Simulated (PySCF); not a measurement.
## Structure elucidation problem

The spectra below were simulated for a compound C5H6.

1H NMR (400 MHz, computed): δ 6.45 (dtt, J = 17.8, 11.3, 1.3 Hz, 1H), 6.05 (dtd, J = 11.1, 8.4, 1.1 Hz, 1H), 5.44 (dt, J = 17.8, 2.6 Hz, 1H), 5.27 (dtd, J = 11.5, 2.8, 1.1 Hz, 1H), 5.17 (dtd, J = 8.4, 2.7, 1.3 Hz, 2H).

13C{1H} NMR (computed): δ 226.8 (C), 141.6 (CH), 121.8 (CH2), 100.5 (CH), 79.6 (CH2).

All values are calculated (PySCF 2.14): B3LYP/pcJ-1 coupling constants (without the spin–dipole term), GFN2-xTB structure, σ from GIAO-PBE0/pcSseg-1. Non-relativistic Hamiltonian, one computed conformer, no solvent, rapidly exchanging positions averaged.

Shifts are taken against calculated references (same method and geometry level): 1H (σ = 31.72 ppm), 13C (σ = 186.93 ppm) vs TMS.

What is the structure?

## Answers


1. The formula gives 3 degrees of unsaturation (no ring in the answer).
2. 5 carbon signals for 5 carbons: no two carbons are equivalent.
3. Carbon types of the structure: 1 × C, 2 × CH, 2 × CH2, which accounts for all hydrogens.
4. δC 226.8: central carbon of an allene; the central sp carbon of an allene is among the most deshielded carbons of hydrocarbons.
5. δC 141.6: alkene CH; as expected for a trigonal carbon in a double bond.
6. δC 121.8: terminal =CH2 carbon; as expected for a trigonal carbon in a double bond.
7. δC 100.5, 79.6: terminal carbon of a cumulated C=C=C unit.
8. δH 6.45: hydrogen on an alkene CH; olefinic region.
9. δH 6.05, 5.17: hydrogen on a terminal carbon of a cumulated C=C=C unit; attached to an sp2 carbon and in the plane of the double bond.
10. δH 5.44, 5.27: hydrogen on a terminal =CH2 carbon; olefinic region.
11. The protons at 6.45 and 5.44 share a coupling of 17.8 Hz (vicinal, trans across C=C).
12. The protons at 6.45 and 5.27 share a coupling of 11.5 Hz (vicinal, cis across C=C).
13. The protons at 6.05 and 6.45 share a coupling of 11.1 Hz (vicinal).

These data were computed for `C=C=CC=C`.

The shifts were computed for this structure.

Multiplet labels drop couplings under 1 Hz and merge nearly equal ones. Unscaled 3J(H,H) at this level run about 10 % above measured values. Shifts are as computed. Against solution values, carbons near 30 ppm lie about +3 ppm off and those near 130 ppm about +5 ppm. Of 1211 compounds with measured shifts, 218 miss one by over three times the rms of a fit or turn the order of signals round; such compounds aren't used in these exercises.
